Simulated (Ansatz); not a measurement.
Z-matrix (Å, degrees):
```
C
C 1 1.518
H 1 1.094 2 111.3
H 1 1.092 2 111.3 3 -120.0
H 1 1.094 2 111.3 3 119.9
C 2 1.515 1 112.5 3 -59.9
H 2 1.094 1 110.3 3 61.9
H 2 1.094 1 110.3 3 178.2
C 6 1.498 2 114.9 1 -179.9
H 6 1.100 2 111.6 1 58.3
H 6 1.100 2 111.5 1 -58.0
O 9 1.200 6 125.0 2 0.1
H 9 1.113 6 114.8 2 -180.0
```

Total charge 0; spin multiplicity 1.

Question: List the ωB97M-V/def2-TZVPP orbital energies in eV (Ansatz 0.2.0). (Best estimate.)

Answer: Computed: Occupied: -526.06, -283.90, -281.78, -281.45, -281.23, -32.19, -25.30, -22.95, -20.09, -18.25, -16.24, -16.08, -15.24, -14.22, -13.97, -12.75, -12.72, -12.16, -11.80, -9.80. Lowest empty: 1.78, 2.49, 3.25, 3.85, 3.90, 4.39, 5.00, 5.14.
